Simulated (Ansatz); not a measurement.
# OF₂ (singlet): from Hartree-Fock to the top rungs, cc-pVDZ

How much of the correlation energy of OF₂ (singlet) does each wave-function method recover here?

The runs use Ansatz 0.2.0, Gaussian basis; cc-pVDZ, core rule «outside noble gas», up to 3 orbitals frozen.

The runs, in order: UHF; CCSD(T) on RHF; BCCD(T) on RHF; CISD; CCSDT(Q) on RHF; CASSCF and MRCISD+Q, 16 electrons in 10 orbitals; CASSCF and NEVPT2, 16 electrons in 10 orbitals.

15 further runs of the same task are left out: 4 that didn't finish, 11 set aside as unsound or not needed.

## (1) The system

The geometry is a PBE0/def2-TZVP stationary point (not a proven minimum).

3 atoms, charge 0, spin multiplicity 1.

Atoms are counted from 1 here; the program's logs count them from 0.

Bond lengths: F1–O2 1.381 Å, O2–F3 1.381 Å. Angles: F1–O2–F3 103.9°.

Coordinates:

```xyz
3
charge 0, multiplicity 1
F     0.0000   -0.2521    1.0873
O     0.0000    0.5988    0.0000
F     0.0000   -0.2521   -1.0873
```

## (2) UHF

The input, in.yaml:

```yaml
crystal:
  periodic: [false, false, false]
  atoms:
    - {symbol: F, position_ang: [0.000000, -0.252138, 1.087310]}
    - {symbol: O, position_ang: [0.000000, 0.598800, 0.000000]}
    - {symbol: F, position_ang: [0.000000, -0.252138, -1.087310]}
basis:
  gaussian: {orbitals: cc-pVDZ}
magnetization: {spin_polarized: true, initial_magnetization: 0}
hamiltonian: {xc: hf}
output: {orbitals: {seedname: orbitals}}
```

Command:

```console
$ ansatz run in.yaml --threads 1 --pin off --events-out ev --progress --plain --max-ram 2393MiB
```

After this run come: CCSD(T) on RHF; BCCD(T) on RHF; CISD; CCSDT(Q) on RHF; CASSCF and MRCISD+Q, 16 electrons in 10 orbitals; CASSCF and NEVPT2, 16 electrons in 10 orbitals.

Q: Predict the results of all the runs planned. Wanted: RCCSDT(Q) below the RHF energy; RMP2 from RCCSDT(Q); RCCSD from RCCSDT(Q); RCCSD(T) from RCCSDT(Q); NEVPT2 valence from RCCSDT(Q); MRCISD+Q valence from RCCSDT(Q); T1 diagnostic; effectively unpaired electrons.

As calculated:

```
                         quantity        value
   RCCSDT(Q) below the RHF energy  -16.4761 eV
              RMP2 from RCCSDT(Q)   +785.8 meV
             RCCSD from RCCSDT(Q)   +492.0 meV
          RCCSD(T) from RCCSDT(Q)    +81.7 meV
    NEVPT2 valence from RCCSDT(Q)  +1382.5 meV
  MRCISD+Q valence from RCCSDT(Q)   +179.1 meV
levels within 1 kcal/mol (43 meV)         none
                    T1 diagnostic        0.014
   effectively unpaired electrons         0.11
```

RCCSD(T) misses by +81.7 meV, 0.5 % of the correlation energy. One determinant dominates. Of the multireference levels listed MRCISD+Q valence comes nearest in total energy (+179.1 meV), which doesn't show that its space is the better one. These misses are within one basis, not against nature.
